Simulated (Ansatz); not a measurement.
Relaxation of AlClH₂O (5 atoms, charge 0, multiplicity 1), to a largest force component of 0.02 eV/Å in at most 40 steps.

Theory: Ansatz, RKS LDA/def2-mTZVP.

```xyz
5
Properties=species:S:1:pos:R:3:forces:R:3
Al 0.000 0.000 0.000 1.62 0.01 1.01
O 0.000 0.000 1.780 -1.17 -0.51 -1.44
H -0.909 -0.281 2.117 1.26 0.48 -0.32
Cl 1.931 0.000 -1.115 -1.51 0.03 0.96
H -1.351 0.000 -0.780 -0.21 -0.02 -0.21
```

Question: Where does it end, and by what steps?

Answer: It converged. After 7 steps the energy has fallen by 0.303 eV; H3 moved furthest, 0.19 Å.

| step | energy less start (eV) | largest force component (eV/Å) | accepted |
| --- | --- | --- | --- |
| 0 | 0.0000 | 1.620 | yes |
| 1 | -0.1199 | 2.621 | yes |
| 2 | -0.1974 | 2.061 | yes |
| 3 | -0.2937 | 0.177 | yes |
| 4 | -0.2983 | 0.078 | yes |
| 5 | -0.3015 | 0.056 | yes |
| 6 | -0.3022 | 0.033 | yes |
| 7 | -0.3026 | 0.010 | yes |

```xyz
5
Properties=species:S:1:pos:R:3
Al -0.031 -0.034 -0.025
O 0.012 -0.122 1.661
H -0.791 -0.160 2.209
Cl 1.836 0.042 -0.953
H -1.355 -0.008 -0.889
```

Whether the end is a true minimum wasn't checked by a vibrational analysis.

Run time: 8.7 s on 1 thread of Arm Neoverse V2, with other jobs on the host, peak memory 0.13 GiB.
